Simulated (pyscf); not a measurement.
HCl (SMILES Cl) + •H₂C–CH₂–Cl (SMILES [CH2]CCl) → Cl–CH₂–CH₂–Cl (SMILES ClCCCl) + H• (SMILES [H]) (atom transfer; doublet surface; Cl–H broken, C–Cl formed). Structures and frequencies: ωB97X-D3(BJ)/def2-SVP in PySCF. Energies in kcal/mol from the separated reactants.

```json
[
 {"level": "ωB97X-D3(BJ)/def2-TZVP", "barrier": "29.7", "reaction energy": "+17.6"},
 {"level": "PBE/def2-TZVP", "barrier": "___", "reaction energy": "___"},
 {"level": "r²SCAN/def2-TZVP", "barrier": "25.1", "reaction energy": "+23.0"},
 {"level": "PBE0-D3(BJ)/def2-TZVP", "barrier": "25.2", "reaction energy": "+18.3"},
 {"level": "ωB97M-D3(BJ)/def2-TZVP", "barrier": "___", "reaction energy": "+19.5"},
 {"level": "HF/def2-TZVP", "barrier": "45.0", "reaction energy": "+23.6"}
]
```

Task: Some entries are withheld; supply them.

Result: 
- PBE/def2-TZVP, barrier: 22.1
- PBE/def2-TZVP, reaction energy: +19.0
- ωB97M-D3(BJ)/def2-TZVP, barrier: 30.8

The functionals in the table span 8.7 kcal/mol in this barrier, from PBE to ωB97M-D3(BJ). This is the saddle that the search found; another between the same sides may lie lower. The angle at the transferred Cl is 179°.
